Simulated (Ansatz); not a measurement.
Ansatz (a first-principles code) input (wB97X-V/def2-TZVPD):

Ansatz 0.2 input:
```yaml
crystal:
  periodic: [false, false, false]
  atoms:
    - {symbol: C, position_ang: [-0.90662125, 0.03356361, 0.01032845]}
    - {symbol: O, position_ang: [-0.65976389, -1.22345915, 0.01905495]}
    - {symbol: O, position_ang: [0.01796517, 0.87372362, -0.00828984]}
    - {symbol: H, position_ang: [-1.92429970, 0.42273406, 0.01867193]}
    - {symbol: C, position_ang: [1.44997031, 0.46407951, -0.02130595]}
    - {symbol: H, position_ang: [1.98517887, 1.40495353, -0.03628633]}
    - {symbol: H, position_ang: [1.64490934, -0.10607014, 0.88265114]}
    - {symbol: H, position_ang: [1.62376902, -0.12272839, -0.91889202]}
    - {symbol: H, position_ang: [-1.45526222, -1.78686349, 0.03359938]}
basis:
  gaussian:
    orbitals: def2-TZVPD
hamiltonian:
  xc: {name: wB97X-V}
total_charge: 1
output: {forces: true}
```

Output:

```
Functional definition: wB97X-V
integrals: 0.12 GiB planned
971 factors; their error is unknown
integrals: 0.16 GiB planned
378 factors; integrals over basis functions are off by at most 9.4e-6 eV
mean field: 1.27 GiB planned
mean field evaluation 1: about -6234.5761 eV, gradient 6.9e1 eV
mean field evaluation 2: about -6234.9026 eV, gradient 7.0e1 eV
mean field evaluation 4: about -6242.2175 eV, gradient 2.3e0 eV
mean field evaluation 8: about -6242.2339 eV, gradient 3.2e-2 eV
mean field evaluation 16: about -6242.2172 eV, gradient 6.1e-5 eV
mean field -6242.21718327 eV, -229.3972503584 hartree, gradient 1.8e-5 eV, S^2 0.000000; 0 other end points of the search recorded, 0 dependent functions left out
the calculation of the forces begins
reference -6242.21718127 eV, -229.3972502848 hartree; 16, 16 occupied and 183, 183 virtual orbitals, 971 factors
Total energy: -6242.21718127 eV, -229.3972502848 hartree
Atom 0 at    -0.906621     0.033564     0.010328 Å, force     0.092464    -0.063779    -0.000495 eV/Å
Atom 1 at    -0.659764    -1.223459     0.019055 Å, force     0.044185     0.005332    -0.000568 eV/Å
Atom 2 at     0.017965     0.873724    -0.008290 Å, force     0.085852    -0.000776    -0.001000 eV/Å
Atom 3 at    -1.924300     0.422734     0.018672 Å, force    -0.092118     0.026906     0.000832 eV/Å
Atom 4 at     1.449970     0.464080    -0.021306 Å, force    -0.214426    -0.015871     0.002663 eV/Å
Atom 5 at     1.985179     1.404954    -0.036286 Å, force     0.047727     0.084354    -0.001340 eV/Å
Atom 6 at     1.644909    -0.106070     0.882651 Å, force     0.010811    -0.044372     0.083165 eV/Å
Atom 7 at     1.623769    -0.122728    -0.918892 Å, force     0.008866    -0.045904    -0.082561 eV/Å
Atom 8 at    -1.455262    -1.786863     0.033599 Å, force     0.016639     0.054110    -0.000696 eV/Å
Dipole moment:    -0.447764    -0.278655     0.007831 e Å
```

It need not be the lowest isomer of its formula.
